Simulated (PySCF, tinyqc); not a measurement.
CIS on RHF in the sto-3g basis, for BH, spin multiplicity 1, step by step. The lowest restricted solution is unstable here: a spin-polarised one lies 0.0062 hartree lower (PySCF). Computed by tinyqc, a small Python program that keeps every step (integrals from PySCF). Settings: charge = 0, multiplicity = 1, basis = sto-3g, method = RHF, energy threshold = 1e-10, iteration cap = 66, orthogonalisation = symmetric, start = atomic densities, DIIS depth = 6. Command: `OMP_NUM_THREADS=1 python tinyqc.py 30679 30680 out.jsonl` (the two numbers bound the seeds that draw the settings). One thread of a shared host (Intel(R) Xeon(R) Processor @ 2.60GHz), about 0.08 s of CPU time with the checks. The early iterations of the SCF are left out here.

## One-electron integrals

Geometry (angstrom):
```
atom         x         y         z
B     0.000000  0.000000  0.000000
H     0.000000  0.000000  1.555000
```

Basis sto-3g: exponents (1/bohr^2) and contraction coefficients of normalised primitives:
```
element  l (shell)   exponent  coefficient
B            s (1)  48.791113     0.154329
B            s (1)   8.887362     0.535328
B            s (1)   2.405267     0.444635
B            s (2)   2.236956    -0.099967
B            s (2)   0.519821     0.399513
B            s (2)   0.169062     0.700115
B            p (3)   2.236956     0.155916
B            p (3)   0.519821     0.607684
B            p (3)   0.169062     0.391957
H            s (1)   3.425251     0.154329
H            s (1)   0.623914     0.535328
H            s (1)   0.168855     0.444635
```

Overlap, kinetic and nuclear-attraction integrals over the contracted functions; the nuclear repulsion is the sum of Za Zb / Rab.

nuclear repulsion = 1.70153444 hartree

overlap S, lower triangle:
```
           1B 1s     1B 2s    1B 2px    1B 2py    1B 2pz     2H 1s
1B 1s   1.000000
1B 2s   0.269328  1.000000
1B 2px  0.000000  0.000000  1.000000
1B 2py  0.000000  0.000000  0.000000  1.000000
1B 2pz  0.000000  0.000000  0.000000  0.000000  1.000000
2H 1s   0.029385  0.307054  0.000000  0.000000  0.353607  1.000000
```

kinetic energy T (hartree), lower triangle:
```
            1B 1s     1B 2s    1B 2px    1B 2py    1B 2pz     2H 1s
1B 1s   10.826302
1B 2s   -0.047967  0.359168
1B 2px   0.000000  0.000000  1.123881
1B 2py   0.000000  0.000000  0.000000  1.123881
1B 2pz   0.000000  0.000000  0.000000  0.000000  1.123881
2H 1s   -0.008542  0.022839  0.000000  0.000000  0.089487  0.760032
```

nuclear attraction V (hartree), lower triangle:
```
             1B 1s      1B 2s     1B 2px     1B 2py     1B 2pz      2H 1s
1B 1s   -23.487695
1B 2s    -3.231016  -4.109239
1B 2px    0.000000   0.000000  -4.055665
1B 2py    0.000000   0.000000   0.000000  -4.055665
1B 2pz   -0.010883  -0.106360   0.000000   0.000000  -4.124963
2H 1s    -0.354452  -1.021678   0.000000   0.000000  -1.106869  -2.922724
```

core Hamiltonian H = T + V (hartree), lower triangle:
```
             1B 1s      1B 2s     1B 2px     1B 2py     1B 2pz      2H 1s
1B 1s   -12.661393
1B 2s    -3.278984  -3.750071
1B 2px    0.000000   0.000000  -2.931784
1B 2py    0.000000   0.000000   0.000000  -2.931784
1B 2pz   -0.010883  -0.106360   0.000000   0.000000  -3.001082
2H 1s    -0.362994  -0.998838   0.000000   0.000000  -1.017382  -2.162692
```

## Two-electron integrals

Functions are numbered as in S; the eight-fold symmetry (ij|kl) = (ji|kl) = (kl|ij) leaves the list below.

Two-electron integrals (ij|kl) in chemists' order, unique and non-zero (hartree):
```
(11|11) 2.923513   (21|11) 0.518376   (21|21) 0.109262   (22|11) 0.744229
(22|21) 0.193177   (22|22) 0.544804   (31|31) 0.020264   (32|31) 0.029996
(32|32) 0.120346   (33|11) 0.742491   (33|21) 0.193240   (33|22) 0.544682
(33|33) 0.586773   (41|41) 0.020264   (42|41) 0.029996   (42|42) 0.120346
(43|43) 0.031630   (44|11) 0.742491   (44|21) 0.193240   (44|22) 0.544682
(44|33) 0.523513   (44|44) 0.586773   (51|51) 0.020264   (52|51) 0.029996
(52|52) 0.120346   (53|53) 0.031630   (54|54) 0.031630   (55|11) 0.742491
(55|21) 0.193240   (55|22) 0.544682   (55|33) 0.523513   (55|44) 0.523513
(55|55) 0.586773   (61|11) 0.056266   (61|21) 0.011822   (61|22) 0.020995
(61|33) 0.020906   (61|44) 0.020906   (61|51) 0.000822   (61|52) 0.001533
(61|55) 0.021186   (61|61) 0.001316   (62|11) 0.161555   (62|21) 0.042735
(62|22) 0.136166   (62|33) 0.132068   (62|44) 0.132068   (62|51) 0.004637
(62|52) 0.030536   (62|55) 0.144222   (62|61) 0.004932   (62|62) 0.051303
(63|31) 0.003879   (63|32) 0.019059   (63|53) 0.005409   (63|63) 0.004986
(64|41) 0.003879   (64|42) 0.019059   (64|54) 0.005409   (64|64) 0.004986
(65|11) 0.162778   (65|21) 0.043570   (65|22) 0.146332   (65|33) 0.138813
(65|44) 0.138813   (65|51) 0.007812   (65|52) 0.048222   (65|55) 0.161201
(65|61) 0.005217   (65|62) 0.064092   (65|65) 0.083420   (66|11) 0.339092
(66|21) 0.091229   (66|22) 0.330114   (66|33) 0.312198   (66|44) 0.312198
(66|51) 0.010518   (66|52) 0.094990   (66|55) 0.365454   (66|61) 0.010621
(66|62) 0.169142   (66|65) 0.227715   (66|66) 0.774606
```

## Orthogonalisation

S = U s U^T; symmetric (Loewdin) form X = U s^(-1/2) U^T, so that X^T S X = 1.

eigenvalues of S: 0.503952  0.800834  1.000000  1.000000  1.177238  1.517976

X, lower triangle:
```
            1B 1s      1B 2s    1B 2px    1B 2py     1B 2pz     2H 1s
1B 1s    1.029686
1B 2s   -0.147335   1.074086
1B 2px   0.000000   0.000000  1.000000
1B 2py   0.000000   0.000000  0.000000  1.000000
1B 2pz  -0.006859   0.050476  0.000000  0.000000   1.056189
2H 1s    0.021280  -0.184591  0.000000  0.000000  -0.206560  1.099450
```

## Iteration 8 (converged): orbitals

converged F (hartree), lower triangle:
```
            1B 1s      1B 2s    1B 2px    1B 2py     1B 2pz      2H 1s
1B 1s   -7.359187
1B 2s   -2.147492  -1.016340
1B 2px   0.000000   0.000000  0.259457
1B 2py   0.000000   0.000000  0.000000  0.259457
1B 2pz  -0.018392  -0.006082  0.000000  0.000000  -0.027920
2H 1s   -0.243580  -0.344625  0.000000  0.000000  -0.330920  -0.234727
```

Diagonalise F' = X^T F X, C = X C', fill 3 alpha and 3 beta electrons from the bottom; D = 2 C_occ C_occ^T. Each column has its largest component positive (the first on a tie).

F' = X^T F X (hartree), lower triangle:
```
           1          2         3         4          5          6
1  -7.181346
2  -1.115304  -0.531461
3   0.000000   0.000000  0.259457
4   0.000000   0.000000  0.000000  0.259457
5  -0.038994   0.094684  0.000000  0.000000   0.107896
6   0.009468  -0.243435  0.000000  0.000000  -0.362024  -0.027531
```

orbital energies (hartree): MO1 -7.363620, MO2 -0.496926, MO3 -0.246723, MO4 0.259457, MO5 0.259457, MO6 0.474827

coefficients C:
```
              MO1        MO2        MO3       MO4        MO5        MO6
1B 1s    0.992518  -0.239439  -0.170900  0.000000   0.000000   0.104073
1B 2s    0.027133   0.764944   0.648181  0.000000   0.000000  -0.453847
1B 2px   0.000000   0.000000   0.000000  0.840134  -0.542378   0.000000
1B 2py   0.000000   0.000000   0.000000  0.542378   0.840134   0.000000
1B 2pz   0.003992   0.145176  -0.575019  0.000000   0.000000  -0.899476
2H 1s   -0.004780   0.437099  -0.519601  0.000000   0.000000   0.908251
```

D after iteration 8, lower triangle:
```
            1B 1s      1B 2s    1B 2px    1B 2py    1B 2pz     2H 1s
1B 1s    2.143257
1B 2s   -0.534003   2.012028
1B 2px   0.000000   0.000000  0.000000
1B 2py   0.000000   0.000000  0.000000  0.000000
1B 2pz   0.134944  -0.523114  0.000000  0.000000  0.703478
2H 1s   -0.041205  -0.005138  0.000000  0.000000  0.724435  0.922127
```

Within a degenerate level the vectors are fixed only up to a rotation; this is one choice.

## Convergence

Stop when the energy changes by less than 1e-10 hartree and every element of the error matrix X^T (F D S - S D F) X is below 3e-06.

Course of the cycle:
```
iteration   E (hartree)     change  largest element of the error matrix
1          -24.57938438          -                             3.18e-01
2          -24.68124872  -1.02e-01                             1.85e-01
3          -24.70949854  -2.82e-02                             3.42e-02
4          -24.71115361  -1.66e-03                             4.28e-03
5          -24.71118750  -3.39e-05                             2.43e-04
6          -24.71118759  -8.59e-08                             9.77e-06
7          -24.71118759  -1.90e-10                             1.98e-08
8          -24.71118759  -1.07e-14                             1.22e-08
```

PySCF RHF in the same basis = -24.71118759 hartree

Converged in 8 iterations.

## Integrals over molecular orbitals

(pq|rs) = sum C_ip C_jq C_kr C_ls (ij|kl), one index at a time.

one-electron integrals over orbitals h = C^T H C (hartree), lower triangle:
```
            1          2          3          4          5          6
1  -12.648455
2    0.296262  -2.939448
3    0.199935  -0.234239  -2.717550
4    0.000000   0.000000   0.000000  -2.931784
5    0.000000   0.000000   0.000000   0.000000  -2.931784
6   -0.123133   0.443505  -0.337240   0.000000   0.000000  -2.479576
```

Two-electron integrals over orbitals (pq|rs), unique and non-zero (hartree):
```
(11|11) 2.892289    (21|11) -0.261146   (21|21) 0.037796    (22|11) 0.610092
(22|21) -0.007528   (22|22) 0.497435    (31|11) -0.182723   (31|21) 0.024059
(31|22) -0.014548   (31|31) 0.026151    (32|11) 0.132148    (32|21) -0.008596
(32|22) -0.040401   (32|31) 0.005317    (32|32) 0.109471    (33|11) 0.618155
(33|21) -0.011136   (33|22) 0.436085    (33|31) 0.003288    (33|32) 0.034402
(33|33) 0.497970    (41|41) 0.021624    (42|41) 0.022118    (42|42) 0.074831
(43|41) 0.015456    (43|42) 0.044400    (43|43) 0.047396    (44|11) 0.742008
(44|21) -0.009716   (44|22) 0.462733    (44|31) -0.006310   (44|32) 0.071191
(44|33) 0.462805    (44|44) 0.586773    (51|51) 0.021624    (52|51) 0.022118
(52|52) 0.074831    (53|51) 0.015456    (53|52) 0.044400    (53|53) 0.047396
(54|54) 0.031630    (55|11) 0.742008    (55|21) -0.009716   (55|22) 0.462733
(55|31) -0.006310   (55|32) 0.071191    (55|33) 0.462805    (55|44) 0.523513
(55|55) 0.586773    (61|11) 0.111837    (61|21) -0.019210   (61|22) -0.006609
(61|31) -0.000293   (61|32) 0.015281    (61|33) 0.016189    (61|44) 0.003730
(61|55) 0.003730    (61|61) 0.022959    (62|11) -0.167793   (62|21) 0.002724
(62|22) -0.040059   (62|31) 0.012639    (62|32) -0.040400   (62|33) 0.005169
(62|44) -0.089947   (62|55) -0.089947   (62|61) 0.010151    (62|62) 0.105940
(63|11) 0.140578    (63|21) -0.003833   (63|22) -0.015509   (63|31) 0.005139
(63|32) 0.097407    (63|33) 0.046408    (63|44) 0.074919    (63|55) 0.074919
(63|61) 0.009991    (63|62) -0.061548   (63|63) 0.115013    (64|41) -0.008902
(64|42) -0.031408   (64|43) -0.002801   (64|64) 0.028061    (65|51) -0.008902
(65|52) -0.031408   (65|53) -0.002801   (65|65) 0.028061    (66|11) 0.627565
(66|21) -0.006212   (66|22) 0.510363    (66|31) -0.014648   (66|32) -0.061822
(66|33) 0.461229    (66|44) 0.451336    (66|55) 0.451336    (66|61) -0.008704
(66|62) -0.011579   (66|63) -0.035886   (66|66) 0.561547
```

## CIS matrix, singlets

A(ia,jb) = (e_a - e_i) d_ij d_ab + 2 (ia|jb) - (ij|ab).

CIS matrix A, singlet (hartree), lower triangle:
```
          1>4       1>5       1>6       2>4       2>5        2>6       3>4       3>5
1>4  6.924318
1>5  0.000000  6.924318
1>6  0.000000  0.000000  7.256800
2>4  0.053952  0.000000  0.000000  0.443312
2>5  0.000000  0.053952  0.000000  0.000000  0.443312
2>6  0.000000  0.000000  0.026514  0.000000  0.000000   0.673269
3>4  0.037222  0.000000  0.000000  0.017608  0.000000   0.000000  0.138165
3>5  0.000000  0.037222  0.000000  0.000000  0.017608   0.000000  0.000000  0.138165
3>6  0.000000  0.000000  0.034630  0.000000  0.000000  -0.061275  0.000000  0.000000

          3>6
3>6  0.490346
```

## CIS singlet states

dipole integrals <i|r|a> (bohr):
```
             x         y          z
1>4   0.099374  0.064155   0.000000
1>5  -0.064155  0.099374   0.000000
1>6   0.000000  0.000000  -0.097053
2>4   0.682077  0.440339   0.000000
2>5  -0.440339  0.682077   0.000000
2>6   0.000000  0.000000   0.508997
3>4   0.411695  0.265784   0.000000
3>5  -0.265784  0.411695   0.000000
3>6   0.000000  0.000000  -1.312536
```

Diagonalise A (1 hartree = 27.211386 eV); each vector has its largest component positive (the first on a tie). The transition dipole is mu = sqrt2 sum c_ia <i|r|a>.

singlet excitation energies (eV): 3.727449  3.727449  12.077538  12.077538  12.829395  18.826527  188.438109  188.438109  197.475260

lowest vectors:
```
       state 1    state 2    state 3    state 4    state 5    state 6
1>4  -0.005004   0.000467  -0.000715  -0.008606   0.000000   0.000000
1>5  -0.000467  -0.005004  -0.008606   0.000715   0.000000   0.000000
1>6   0.000000   0.000000   0.000000   0.000000  -0.006020  -0.002327
2>4  -0.056258   0.005254   0.082690   0.994937   0.000000   0.000000
2>5  -0.005254  -0.056258   0.994937  -0.082690   0.000000   0.000000
2>6   0.000000   0.000000   0.000000   0.000000   0.291265   0.956634
3>4   0.994065  -0.092829   0.004676   0.056264   0.000000   0.000000
3>5   0.092829   0.994065   0.056264  -0.004676   0.000000   0.000000
3>6   0.000000   0.000000   0.000000   0.000000   0.956623  -0.291283
```

oscillator strengths 2/3 w |mu|^2: 0.035807  0.035807  0.414773  0.414773  0.770026  0.697375

Within a degenerate level the vectors are fixed only up to a rotation; this is one choice.

## CIS matrix, triplets

A(ia,jb) = (e_a - e_i) d_ij d_ab - (ij|ab).

CIS matrix A, triplet (hartree), lower triangle:
```
          1>4       1>5       1>6        2>4        2>5       2>6       3>4       3>5
1>4  6.881069
1>5  0.000000  6.881069
1>6  0.000000  0.000000  7.210882
2>4  0.009716  0.000000  0.000000   0.293650
2>5  0.000000  0.009716  0.000000   0.000000   0.293650
2>6  0.000000  0.000000  0.006212   0.000000   0.000000  0.461390
3>4  0.006310  0.000000  0.000000  -0.071191   0.000000  0.000000  0.043374
3>5  0.000000  0.006310  0.000000   0.000000  -0.071191  0.000000  0.000000  0.043374
3>6  0.000000  0.000000  0.014648   0.000000   0.000000  0.061822  0.000000  0.000000

          3>6
3>6  0.260321
```

## CIS triplet states

Diagonalise A (1 hartree = 27.211386 eV); each vector has its largest component positive (the first on a tie).

triplet excitation energies (eV): 0.667493  0.667493  6.607244  8.502850  8.502850  13.030507  187.243973  187.243973  196.219110

lowest vectors:
```
       state 1    state 2    state 3    state 4    state 5    state 6
1>4  -0.000194  -0.001237   0.000000  -0.001176   0.000136   0.000000
1>5  -0.001237   0.000194   0.000000  -0.000136  -0.001176   0.000000
1>6   0.000000   0.000000  -0.001780   0.000000   0.000000  -0.001480
2>4   0.039645   0.252688   0.000000   0.960372  -0.110725   0.000000
2>5   0.252688  -0.039645   0.000000   0.110725   0.960372   0.000000
2>6   0.000000   0.000000  -0.272112   0.000000   0.000000   0.962265
3>4   0.149843   0.955051   0.000000  -0.254097   0.029296   0.000000
3>5   0.955051  -0.149843   0.000000  -0.029296  -0.254097   0.000000
3>6   0.000000   0.000000   0.962264   0.000000   0.000000   0.272109
```

Within a degenerate level the vectors are fixed only up to a rotation; this is one choice.
